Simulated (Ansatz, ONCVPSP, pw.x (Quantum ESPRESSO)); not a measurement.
## pw.x on diamond W: one setting changed

Potential: optimised norm-conserving Vanderbilt (ONCV), ONCVPSP 4.0.1, PBEsol; core [Kr] 4d10 4f14, reference 5s2 5p6 5d4 6s1.75 6p0.25; waves: 5s+6s: rc 2.00 bohr, ncon 4, nbas 7, qcut 7 1/bohr, 2 projectors; 5p+6p: rc 2.25 bohr, ncon 3, nbas 6, qcut 7.8 1/bohr, 2 projectors; 5d: rc 1.60 bohr, ncon 3, nbas 6, qcut 6.4 1/bohr, 1 projector; f scattering state at 0.05 Ha: rc 1.85 bohr, ncon 3, nbas 6, qcut 5.4 1/bohr, 2 projectors, debl 1.3 Ha; local part: polynomial inside 1.05 bohr (lpopt 5, dvloc0 2 Ha); core correction: polynomial model core, fcfact 0.15.

The reference run (k-mesh 8³, cutoffs 50/200 Ry, Fermi–Dirac 0.01 Ry, mixing_beta 0.4, conv_thr 1e-9, no spin) gives -0.35 GPa at 23.915 Å³/atom, where all-electron LAPW gives -0.12 GPa. This run, with its own iteration cap, changes ecutwfc (ecutrho with it) to 5, a wrong or extreme entry chosen on purpose.

```
&control
  calculation='scf', prefix='x', pseudo_dir='./', outdir='./tmp', tstress=.true., disk_io='none'
/
&system
  ibrav=0, nat=2, ntyp=1, ecutwfc=5, ecutrho=20, nbnd=23,
  occupations='smearing', smearing='fd', degauss=0.01
/
&electrons
  conv_thr=1e-09, mixing_beta=0.4, electron_maxstep=70
/
ATOMIC_SPECIES
W 1.0 W.UPF
CELL_PARAMETERS angstrom
  0.00000000 2.88108980 2.88108980
  2.88108980 0.00000000 2.88108980
  2.88108980 2.88108980 0.00000000
ATOMIC_POSITIONS crystal
W 0.0000 0.0000 0.0000
W 0.2500 0.2500 0.2500
K_POINTS automatic
8 8 8 0 0 0
```

```bash
pw.x < W.scf.in > W.scf.out
```

How does the run end?

It converges in 9 iterations; the free energy moves by +236.58 eV/atom and the pressure by -1667.44 GPa. The result is not a property of the crystal.

```
Message from routine setup:
     using ibrav=0 with symmetry is DISCOURAGED, use correct ibrav instead
     lattice parameter (alat)  =       7.6996  a.u.
     unit-cell volume          =     322.7728 (a.u.)^3
     number of electrons       =        28.00
     number of Kohn-Sham states=           23
     kinetic-energy cutoff     =       5.0000  Ry
     charge density cutoff     =      20.0000  Ry
     scf convergence threshold =      1.0E-09
     Exchange-correlation= PBESOL
     number of k points=    29  Fermi-Dirac smearing, width (Ry)=  0.0100
     negative rho (up, down):  1.457E-02 0.000E+00
     iteration #  1     ecut=     5.00 Ry     beta= 0.40
     total energy              =    -259.26207156 Ry
     estimated scf accuracy    <      15.84734104 Ry
     iteration #  2     ecut=     5.00 Ry     beta= 0.40
     total energy              =    -256.06100808 Ry
     estimated scf accuracy    <       4.60373601 Ry
     iteration #  3     ecut=     5.00 Ry     beta= 0.40
     total energy              =    -256.18501754 Ry
     estimated scf accuracy    <       0.19093011 Ry
     iteration #  4     ecut=     5.00 Ry     beta= 0.40
     total energy              =    -256.18884037 Ry
     estimated scf accuracy    <       0.00363256 Ry
     iteration #  5     ecut=     5.00 Ry     beta= 0.40
     total energy              =    -256.18933175 Ry
     estimated scf accuracy    <       0.00006160 Ry
     iteration #  6     ecut=     5.00 Ry     beta= 0.40
     total energy              =    -256.18933077 Ry
     estimated scf accuracy    <       0.00000483 Ry
     iteration #  7     ecut=     5.00 Ry     beta= 0.40
     total energy              =    -256.18933125 Ry
     estimated scf accuracy    <       0.00000005 Ry
     iteration #  8     ecut=     5.00 Ry     beta= 0.40
     total energy              =    -256.18933126 Ry
     estimated scf accuracy    <          2.4E-09 Ry
     iteration #  9     ecut=     5.00 Ry     beta= 0.40
     the Fermi energy is    17.8591 ev
!    total energy              =    -256.18933126 Ry
     estimated scf accuracy    <          5.4E-10 Ry
     smearing contrib. (-TS)   =      -0.00596500 Ry
     The total energy is F=E-TS. E is the sum of the following terms:
     one-electron contribution =     -47.27352820 Ry
     hartree contribution      =      27.02998324 Ry
     xc contribution           =     -42.01601967 Ry
     ewald contribution        =    -193.92380162 Ry
     convergence has been achieved in   9 iterations
          total   stress  (Ry/bohr**3)                   (kbar)     P=   -16677.88
     Message from routine punch:
     Nothing written, as per user request (disk_io='none')
```

The run took about 1.4 s on one core of a shared host (Intel(R) Xeon(R) 6975P-C, 192 threads, 1512 GiB, load 102).
